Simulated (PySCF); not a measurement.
## Vibration and rotation of SiP⁺

UHF-CCSD(T) constants of SiP⁺, ³Σ⁻ (triplet), unpaired electrons π ↑↑ (Si def2-SVPD, P def2-SVPD; no relativity (PySCF 2.14); masses 27.9769 and 30.9738 u):

```
ωe              : 487.7 cm⁻¹
ωexe            : 2.37 cm⁻¹
Be              : 0.22672 cm⁻¹
αe              : 0.00139 cm⁻¹
D (centrifugal) : 1.96e-07 cm⁻¹
De to Si⁺ + P   : 2.44 eV
```

Task: Give the vibrational terms G(v) and spacings up to v = 6.

Result: G(v) = ωe(v+½) − ωexe(v+½)².

```tsv
v	G(v) (cm⁻¹)	G(v) − G(v−1)	Bv (cm⁻¹)
0	243.3		0.2260
1	726.2	483.0	0.2246
2	1204.4	478.2	0.2232
3	1677.9	473.5	0.2219
4	2146.7	468.7	0.2205
5	2610.7	464.0	0.2191
6	3069.9	459.3	0.2177
```

Task: How well does the Morse estimate ωe²/(4ωexe) reproduce De, and what is D0?

Result: It gives 3.11 eV, 127 % of the computed De. D0 = De − G(0) = 2.44 − 0.03 = 2.41 eV.

Correlated steps freeze 10 core orbitals. Correlated levels converge slowly with the basis: in double zeta they bind strong bonds too weakly, by up to about 1 eV, and carry superposition errors of some tenths. For an ion De counts to the pair picked by the measured ionisation energies or electron affinities, which need not be the lowest pair at this level. The state was picked by a PBE0 search and need not be the measured ground state.
